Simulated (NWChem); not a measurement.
System: chlorine (Cl2); SMILES ClCl

NWChem input:

```
start job
memory heap 200 mb stack 900 mb global 1100 mb
geometry units angstroms noautosym nocenter noautoz
  Cl     0.000000     0.000000     1.021525
  Cl     0.000000     0.000000    -1.021525
end
basis spherical
  Cl library aug-cc-pvtz
end
dft
  xc b3lyp
  iterations 150
end
cosmo
  do_cosmo_smd true
  solvent water
end
task dft energy
```

Structure relaxed at the B3LYP/6-31G* (spherical d) level. B3LYP is NWChem's, with the RPA form of VWN correlation. Solvent: water.

Solvent water, SMD (1 M gas to 1 M solution), gas-phase geometry.

Problem. Predict the main results of this run. (B3LYP/aug-cc-pVTZ, SMD on the gas-phase geometry.) Quantities: basis functions; solvation free energy (kcal/mol); cavity-dispersion-structure term (kcal/mol).

Solution. 
| Item | Value |
|---|---|
| number of basis functions | 100 |
| solvation free energy (kcal/mol) | 0.5 |
| cavity-dispersion-structure term (kcal/mol) | 0.8 |
